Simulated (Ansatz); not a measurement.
**A ladder of methods for BH3O (SMILES BO)**

BH3O has 5 atoms, charge 0, and is taken as a singlet. As SMILES, `BO`. The coordinates come from a PBE0-D4/def2-TZVP relaxation.

```xyz
5

B    -0.2266   -0.3528    0.0747
O     0.4135    0.8018    0.3459
H    -0.8203   -0.8655    0.9778
H    -0.1906   -0.8289   -1.0281
H     0.8740    1.1718   -0.4117
```

Each level gives the energy change with the O2–H5 bond stretched from 0.961 to 2.402 Å (eV). The values are calculated.

```json
{"level": "SVWN5/STO-3G (restricted)", "kind": "LDA", "program": "Ansatz", "value (eV)": "5.94", "less FCI/STO-3G": "+2.07"}
{"level": "BLYP/STO-3G (restricted)", "kind": "GGA", "program": "Ansatz", "value (eV)": "5.40", "less FCI/STO-3G": "+1.53"}
{"level": "PBE/STO-3G (restricted)", "kind": "GGA", "program": "Ansatz", "value (eV)": "5.57", "less FCI/STO-3G": "+1.70"}
{"level": "B3LYP/STO-3G (restricted)", "kind": "global hybrid", "program": "Ansatz", "value (eV)": "6.41", "less FCI/STO-3G": "+2.54"}
{"level": "BHLYP/STO-3G (restricted)", "kind": "global hybrid", "program": "Ansatz", "value (eV)": "7.81", "less FCI/STO-3G": "+3.94"}
{"level": "r2SCAN0/STO-3G (restricted)", "kind": "hybrid meta-GGA", "program": "Ansatz", "value (eV)": "7.13", "less FCI/STO-3G": "+3.26"}
{"level": "HSE06/STO-3G (restricted)", "kind": "range-separated hybrid", "program": "Ansatz", "value (eV)": "6.75", "less FCI/STO-3G": "+2.88"}
{"level": "RPA@PBE/STO-3G (restricted)", "kind": "RPA", "program": "Ansatz", "value (eV)": "5.05", "less FCI/STO-3G": "+1.18"}
{"level": "FCI/STO-3G", "kind": "exact in the basis", "program": "Ansatz", "value (eV)": "3.87", "less FCI/STO-3G": "0.00"}
```

FCI/STO-3G is exact within its basis and frozen core, so for wave-function methods in that basis the difference is their error; functionals converge differently with the basis, so for them it is only a difference. The first shape isn't each level's own minimum. The values span 3.87 to 7.81 eV. All rows use very small basis sets, so even the best lies far from the true value.
